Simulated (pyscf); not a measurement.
Single points on ωB97X-D3(BJ)/def2-SVP structures (PySCF, gas phase). MP2 and CC: frozen core, UHF for open shells. ΔMP2 is the change of the MP2 total energy from the triple- to the quadruple-zeta basis.

What is the homolytic dissociation enthalpy (298 K, CCSD(T)/def2-TZVPP + ΔMP2(QZVPP)) of the Cl–Ge bond of `[Cl][GeH]=[GeH2]`, to Cl• + [HGe=GeH₂]•?

Cl–Ge to Cl• + [HGe=GeH₂]•: 85.5 kcal/mol. The radicals are drawn with the spin at the cut bond; how far it spreads was not checked. Cl–GeH=GeH₂ may be a fragile minimum: a first optimisation, from another start, lost the drawn bonds. Cl–GeH=GeH₂ lies 14.6 kcal/mol over its isomer Cl–Ge:–GeH₃ [singlet], and others may lie lower still (electronic energy, ωB97M-D3(BJ)). Other isomers of [HGe=GeH₂]• were not searched in full and may lie lower. The CCSD(T) − MP2 part came from Ansatz, without density fitting, on the same reference. The frozen core leaves the outer d or s,p core shells of the metals and heavy elements correlated in the MP2 and CC values, and def2-TZVPP describes them poorly, which can shift differences by a few kcal/mol. Left out: the spin-orbit lowering of Cl. Elements up to Kr have no core potential and no relativistic terms here.
